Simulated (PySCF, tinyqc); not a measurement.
CIS and TDHF on RHF in the sto-3g basis, for CH2, spin multiplicity 1, step by step. The lowest restricted solution is unstable here: a spin-polarised one lies 0.0296 hartree lower (PySCF). One step of it, computed by the program tinyqc.

Task: CIS triplet states. Diagonalise A (1 hartree = 27.211386 eV); each vector has its largest component positive (the first on a tie).

CIS matrix A, triplet (hartree):
```
           1>5        1>6        1>7       2>5        2>6        2>7       3>5        3>6
1>5  10.386374   0.000000   0.000000  0.009300   0.000000   0.000000  0.000000   0.000000
1>6   0.000000  10.882850   0.000000  0.000000   0.005661   0.000000  0.000000   0.000000
1>7   0.000000   0.000000  10.903928  0.000000   0.000000   0.008686  0.000000  -0.008041
2>5   0.009300   0.000000   0.000000  0.482668   0.000000   0.000000  0.000000   0.000000
2>6   0.000000   0.005661   0.000000  0.000000   0.823875   0.000000  0.000000   0.000000
2>7   0.000000   0.000000   0.008686  0.000000   0.000000   0.914855  0.000000  -0.107685
3>5   0.000000   0.000000   0.000000  0.000000   0.000000   0.000000  0.249954   0.000000
3>6   0.000000   0.000000  -0.008041  0.000000   0.000000  -0.107685  0.000000   0.543681
3>7   0.000000  -0.008041   0.000000  0.000000  -0.107685   0.000000  0.000000   0.000000
4>5  -0.004883   0.000000   0.000000  0.051785   0.000000   0.000000  0.000000   0.000000
4>6   0.000000  -0.020925   0.000000  0.000000  -0.053631   0.000000  0.000000   0.000000
4>7   0.000000   0.000000  -0.003972  0.000000   0.000000   0.013618  0.000000  -0.040590

           3>7        4>5        4>6        4>7
1>5   0.000000  -0.004883   0.000000   0.000000
1>6  -0.008041   0.000000  -0.020925   0.000000
1>7   0.000000   0.000000   0.000000  -0.003972
2>5   0.000000   0.051785   0.000000   0.000000
2>6  -0.107685   0.000000  -0.053631   0.000000
2>7   0.000000   0.000000   0.000000   0.013618
3>5   0.000000   0.000000   0.000000   0.000000
3>6   0.000000   0.000000   0.000000  -0.040590
3>7   0.613086   0.000000  -0.040590   0.000000
4>5   0.000000  -0.046754   0.000000   0.000000
4>6  -0.040590   0.000000   0.400096   0.000000
4>7   0.000000   0.000000   0.000000   0.412491
```

Give: triplet excitation energies; lowest vectors.

Result:

triplet excitation energies (eV): -1.4089  6.8016  10.3326  10.8937  13.2704  14.3075  15.9369  23.7179  25.7116  282.6279  296.1388  296.7114

lowest vectors:
```
     state 1  state 2  state 3  state 4  state 5  state 6
1>5   0.0006   0.0000   0.0000   0.0000  -0.0009   0.0000
1>6   0.0000   0.0000   0.0020   0.0000   0.0000   0.0000
1>7   0.0000   0.0000   0.0000   0.0006   0.0000   0.0004
2>5  -0.0965   0.0000   0.0000   0.0000   0.9953   0.0000
2>6   0.0000   0.0000   0.1748   0.0000   0.0000   0.0000
2>7   0.0000   0.0000   0.0000   0.0371   0.0000   0.2644
3>5   0.0000   1.0000   0.0000   0.0000   0.0000   0.0000
3>6   0.0000   0.0000   0.0000   0.2980   0.0000   0.9176
3>7   0.0000   0.0000   0.2465   0.0000   0.0000   0.0000
4>5   0.9953   0.0000   0.0000   0.0000   0.0965   0.0000
4>6   0.0000   0.0000   0.9532   0.0000   0.0000   0.0000
4>7   0.0000   0.0000   0.0000   0.9538   0.0000  -0.2970
```

A negative triplet energy shows that the restricted solution is unstable towards a spin-polarised one.
